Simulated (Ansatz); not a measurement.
Born–Oppenheimer molecular dynamics of BH₄NO (7 atoms, charge 0, multiplicity 1). It starts from a relaxed structure.

Level of theory: RKS revPBE-D4/def2-SVP in Ansatz 0.2.0.

```
ensemble                      : NVE (velocity Verlet)
time step                     : 0.5 fs
steps asked                   : 166
starting velocities drawn for : 700 K
seed                          : 19559
```

First frame:

```xyz
7
Properties=species:S:1:pos:R:3
B 0.034 -0.037 -0.120
H -0.128 0.537 0.949
N 1.297 0.019 -0.751
H 1.490 -0.437 -1.643
H 2.089 0.522 -0.357
O -0.987 -0.743 -0.736
H -1.802 -0.708 -0.209
```

Question: How far do the bonds stretch over the last three quarters of this one trajectory? (Pairs bonded in most of those frames.)

Answer: 
```
 bond  mean (Å)  spread (Å)  shortest  longest
B1–H2     1.229       0.013      1.20     1.25
B1–N3     1.420       0.028      1.37     1.46
B1–O6     1.387       0.029      1.34     1.44
N3–H4     1.024       0.017      0.99     1.06
N3–H5     1.026       0.039      0.96     1.09
O6–H7     0.972       0.021      0.94     1.00
```

Mean temperature of the second half: 346 K. The conserved energy stayed within 0.49 meV per atom of its start (net change 0.2 meV per atom), so the integration is sound. Over the second half the temperature averaged 0.49 of the 700 K drawn at the start: a run that starts near a minimum puts about half its kinetic energy into the potential. A run of 0.083 ps of so small a system gives no equilibrium averages.

The run took 4.9 min on 1 thread of Arm Neoverse N1, with other jobs on the host, peak memory 0.1 GiB.
